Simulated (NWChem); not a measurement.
System: Li anion

Here is an NWChem input.

```
start job
memory heap 200 mb stack 900 mb global 1100 mb
charge -1
geometry units angstroms noautoz
  Li     0.000000     0.000000     0.000000
end
basis spherical
  Li library aug-cc-pvdz
end
dft
  xc pbe0
  iterations 150
  mulliken
end
task dft energy
```

Parts of the log:

```
             Northwest Computational Chemistry Package (NWChem) 7.3.0
             --------------------------------------------------------

                             Geometry "geometry" -> ""
                             -------------------------

 Output coordinates in angstroms (scale by  1.889725989 to convert to a.u.)

  No.       Tag          Charge          X              Y              Z
 ---- ---------------- ---------- -------------- -------------- --------------
    1 Li                   3.0000     0.00000000     0.00000000     0.00000000

 Effective nuclear repulsion energy (a.u.)       0.0000000000

                                 NWChem DFT Module
                                 -----------------

 Summary of "ao basis" -> "ao basis" (spherical)
 ------------------------------------------------------------------------------
       Tag                 Description            Shells   Functions and Types
 ---------------- ------------------------------  ------  ---------------------
 Li                       aug-cc-pvdz                9       23   4s3p2d

            General Information
            -------------------
          SCF calculation type: DFT
          Wavefunction type:  closed shell.
          No. of atoms     :     1
          No. of electrons :     4
           Alpha electrons :     2
            Beta electrons :     2
          Charge           :    -1
          Spin multiplicity:     1
          Use of symmetry is: off; symmetry adaption is: off
          Maximum number of iterations: 150
          AO basis - number of functions:    23
                     number of shells:     9
          Convergence on energy requested:  1.00D-06
          Convergence on density requested:  1.00D-05
          Convergence on gradient requested:  5.00D-04

              XC Information
              --------------
                         PBE0 Method XC Functional
                     Hartree-Fock (Exact) Exchange  0.250
          PerdewBurkeErnzerhof Exchange Functional  0.750
            Perdew 1991 LDA Correlation Functional  1.000 local
           PerdewBurkeErnz. Correlation Functional  1.000 non-local

             Grid Information
             ----------------
          Grid used for XC integration:  medium
          Radial quadrature: Mura-Knowles
          Angular quadrature: Lebedev.
          Tag              B.-S. Rad. Rad. Pts. Rad. Cut. Ang. Pts.
          ---              ---------- --------- --------- ---------
          Li                  1.45       49          21.0       434
          Grid pruning is: on
          Number of quadrature shells:    49
          Spatial weights used:  Erf1

      Superposition of Atomic Density Guess
      -------------------------------------

 Sum of atomic energies:          -7.43242496

 Renormalizing density from       3.00 to      4

      Non-variational initial energy
      ------------------------------

 Total energy =      -8.792267
 1-e energy   =     -12.950930
 2-e energy   =       4.158663
 HOMO         =       0.083990
 LUMO         =       0.083990

     ---------------------------------------------
      Total Density - Mulliken Population Analysis
     ---------------------------------------------

    Atom       Charge   Shell Charges
 -----------   ------   -------------------------------------------------------
    1 Li   3     4.00   2.02 -0.01 -0.01  0.00  0.00 -0.23  2.23  0.00  0.00

   convergence    iter        energy       DeltaE   RMS-Dens  Diis-err
 ---------------- ----- ----------------- --------- --------- ---------
 d= 0,ls=0.0,diis     1     -7.3282109403 -7.33D+00  1.41D-01  1.28D-02
 d= 0,ls=0.0,diis     2     -7.4393932382 -1.11D-01  2.20D-02  2.93D-02
 d= 0,ls=0.0,diis     3     -7.4613343195 -2.19D-02  2.85D-02  1.49D-02
 d= 0,ls=0.0,diis     4     -7.4829916558 -2.17D-02  1.00D-02  6.99D-04
 d= 0,ls=0.0,diis     5     -7.4842572087 -1.27D-03  7.87D-04  1.55D-06
  Resetting Diis
 d= 0,ls=0.0,diis     6     -7.4842588393 -1.63D-06  9.47D-05  1.26D-07
 d= 0,ls=0.0,diis     7     -7.4842590117 -1.72D-07  6.21D-07  4.94D-12

         Total DFT energy =       -7.484259011734
      One electron energy =      -10.235363841551
           Coulomb energy =        4.644530182451
    Exchange-Corr. energy =       -1.893425352635
 Nuclear repulsion energy =        0.000000000000

 Numeric. integr. density =        3.999999998683

                       DFT Final Molecular Orbital Analysis
                       ------------------------------------

 Vector    1  Occ=2.000000D+00  E=-1.868935D+00
              MO Center=  1.5D-19, -4.1D-19, -7.5D-19, r^2= 1.3D-01
   Bfn.  Coefficient  Atom+Function         Bfn.  Coefficient  Atom+Function
  ----- ------------  ---------------      ----- ------------  ---------------
     1      1.005549  1 Li s

 Vector    2  Occ=2.000000D+00  E= 1.754882D-02
              MO Center=  1.8D-15,  5.6D-15,  2.5D-15, r^2= 1.0D+01
   Bfn.  Coefficient  Atom+Function         Bfn.  Coefficient  Atom+Function
  ----- ------------  ---------------      ----- ------------  ---------------
     3      0.437424  1 Li s                  4      0.413961  1 Li s
     2      0.262339  1 Li s                  1     -0.063995  1 Li s

 Vector    3  Occ=0.000000D+00  E= 6.317568D-02
              MO Center=  1.7D-16, -6.3D-15, -3.0D-15, r^2= 6.5D+01
   Bfn.  Coefficient  Atom+Function         Bfn.  Coefficient  Atom+Function
  ----- ------------  ---------------      ----- ------------  ---------------
    12      0.963661  1 Li py                13      0.462504  1 Li pz
     9     -0.144626  1 Li py                 6      0.077198  1 Li py
    10     -0.069413  1 Li pz                 7      0.037051  1 Li pz
    11     -0.031139  1 Li px

[...]
```

Level: PBE0/aug-cc-pVDZ. The highest occupied level is positive, so the extra electron may be held by the finite basis.
